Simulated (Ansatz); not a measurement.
Input for Ansatz (development build ahead of 0.2.0):

```yaml
crystal:
  periodic: [false, false, false]
  atoms:
    - { symbol: P, position_ang: [0.0, 0.0, -0.83008] }
    - { symbol: F, position_ang: [0.0, 0.0, 0.83008] }
basis:
  gaussian: { orbitals: def2-SVP }
total_charge: 1
magnetization:
  initial_magnetization: 1
hamiltonian:
  xc: hf
correlation:
  method: ccsd_t
  frozen_orbitals: { F: 1, P: 5 }
scf:
  omitted_lower_state_checks: [starts, atomic_configurations, cluster_reference, orbital_swaps, given_window_search, neighbouring_geometries, increment]
```

The input is written out in the form of the current development build from the run's settings. Correlation on restricted open-shell orbitals is semicanonical, with singles.

The run gave:

```
Converged          : yes
Reference energy   : -439.60320 hartree
Correlation energy : -0.29733 hartree
Total energy       : -439.90053 hartree
Stability test     : minimum among restricted orbitals
```
